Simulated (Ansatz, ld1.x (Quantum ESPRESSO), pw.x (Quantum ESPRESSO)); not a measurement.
## pw.x on fcc K: one setting changed

Potential: PAW, ld1.x (Quantum ESPRESSO) 7.5, LDA (PW92); core [Ne], reference 3s2 3p6 4s1 4p0; waves: 3s (bound): rcut 2.10, rcutus 2.65 bohr; 4s (bound): rcut 2.10, rcutus 2.65 bohr; 3p (bound): rcut 2.25, rcutus 2.45 bohr; 4p (bound, empty): rcut 2.25, rcutus 2.45 bohr; 3d channel at 0.05 Ry: rc 2.80 bohr; local part: the d channel; core correction: none; augmentation: BG, radius 2.15 bohr.

The reference run (k-mesh 9³, cutoffs 40/320 Ry, Fermi–Dirac 0.01 Ry, mixing_beta 0.4, conv_thr 1e-9, no spin) gives -0.01 GPa at 64.692 Å³/atom, where all-electron LAPW gives -0.01 GPa. This run, with its own iteration cap, changes smearing to mp.

```
&control
  calculation='scf', prefix='x', pseudo_dir='./', outdir='./tmp', tstress=.true., disk_io='none'
/
&system
  ibrav=0, nat=1, ntyp=1, ecutwfc=40, ecutrho=320, nbnd=12,
  occupations='smearing', smearing='mp', degauss=0.01
/
&electrons
  conv_thr=1e-09, mixing_beta=0.4, electron_maxstep=70
/
ATOMIC_SPECIES
K 1.0 K.UPF
CELL_PARAMETERS angstrom
  0.00000000 3.18620363 3.18620363
  3.18620363 0.00000000 3.18620363
  3.18620363 3.18620363 0.00000000
ATOMIC_POSITIONS crystal
K 0.0000 0.0000 0.0000
K_POINTS automatic
9 9 9 0 0 0
```

```bash
pw.x < K.scf.in > K.scf.out
```

Task: How does the run end?

Result: It converges in 24 iterations; the free energy moves by +23.0 meV/atom and the pressure by -0.02 GPa. This scheme is built to cancel the term in the square of the width that Fermi–Dirac smearing leaves in the F of a metal.

```
Message from routine setup:
     using ibrav=0 with symmetry is DISCOURAGED, use correct ibrav instead
     lattice parameter (alat)  =       8.5151  a.u.
     unit-cell volume          =     436.5633 (a.u.)^3
     number of electrons       =         9.00
     number of Kohn-Sham states=           12
     kinetic-energy cutoff     =      40.0000  Ry
     charge density cutoff     =     320.0000  Ry
     scf convergence threshold =      1.0E-09
     Exchange-correlation= SLA  PW   NOGX NOGC
     number of k points=    35  Methfessel-Paxton smearing, width (Ry)=  0.0100
     iteration #  1     ecut=    40.00 Ry     beta= 0.40
     c_bands:  1 eigenvalues not converged
     c_bands:  1 eigenvalues not converged
     total energy              =    -109.87702047 Ry
     estimated scf accuracy    <       0.00167986 Ry
     iteration #  2     ecut=    40.00 Ry     beta= 0.40
     total energy              =    -109.87688681 Ry
     estimated scf accuracy    <       0.00050006 Ry
     iteration #  3     ecut=    40.00 Ry     beta= 0.40
     total energy              =    -109.87691459 Ry
     estimated scf accuracy    <       0.00000351 Ry
     iteration #  4     ecut=    40.00 Ry     beta= 0.40
     total energy              =    -109.87692112 Ry
     estimated scf accuracy    <       0.00000928 Ry
     iteration #  5     ecut=    40.00 Ry     beta= 0.40
     total energy              =    -109.87691733 Ry
     estimated scf accuracy    <       0.00002923 Ry
     iteration #  6     ecut=    40.00 Ry     beta= 0.40
     total energy              =    -109.87691903 Ry
     estimated scf accuracy    <       0.00000128 Ry
     [... 12 iterations left out ...]
     iteration # 19     ecut=    40.00 Ry     beta= 0.40
     total energy              =    -109.87691905 Ry
     estimated scf accuracy    <       0.00000003 Ry
     iteration # 20     ecut=    40.00 Ry     beta= 0.40
     total energy              =    -109.87691905 Ry
     estimated scf accuracy    <       0.00000002 Ry
     iteration # 21     ecut=    40.00 Ry     beta= 0.40
     total energy              =    -109.87691905 Ry
     estimated scf accuracy    <       0.00000002 Ry
     iteration # 22     ecut=    40.00 Ry     beta= 0.40
     total energy              =    -109.87691905 Ry
     estimated scf accuracy    <       0.00000002 Ry
     iteration # 23     ecut=    40.00 Ry     beta= 0.40
     total energy              =    -109.87691905 Ry
     estimated scf accuracy    <          7.2E-09 Ry
     iteration # 24     ecut=    40.00 Ry     beta= 0.40
     the Fermi energy is     1.8823 ev
!    total energy              =    -109.87691905 Ry
     estimated scf accuracy    <          5.1E-10 Ry
     smearing contrib. (-TS)   =      -0.00012588 Ry
     The total energy is F=E-TS. E is the sum of the following terms:
     one-electron contribution =     -33.56321991 Ry
     hartree contribution      =      27.52499771 Ry
     xc contribution           =     -10.30069469 Ry
     ewald contribution        =     -30.83961186 Ry
     one-center paw contrib.   =     -62.69826442 Ry
     convergence has been achieved in  24 iterations
          total   stress  (Ry/bohr**3)                   (kbar)     P=       -0.30
     Message from routine punch:
     Nothing written, as per user request (disk_io='none')
```

The run took about 31 s on one core of a shared host (Neoverse-V1, 32 threads, 247 GiB, load 32).
